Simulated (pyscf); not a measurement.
Single points on ωB97X-D3(BJ)/def2-SVP structures (PySCF, gas phase).

Q: For the elementary gas-phase step H₃Si–NH–B(Cl)–Cl + H₂ -> H₂N–B(Cl)–Cl + SiH₄ (singlet surface; N–Si, H–H broken, H–N, H–Si formed), what barrier and reaction energy does ωB97M-D3(BJ)/def2-TZVP give, measured from the separated reactants?

A: ΔE‡ = 253.2 kJ/mol, ΔE = +19.4 kJ/mol. Zero-point energy shifts the barrier by +8.3 kJ/mol. It is a four-centre exchange, with an imaginary mode of 1568i cm⁻¹. This is the saddle that the search found; another between the same sides may lie lower.
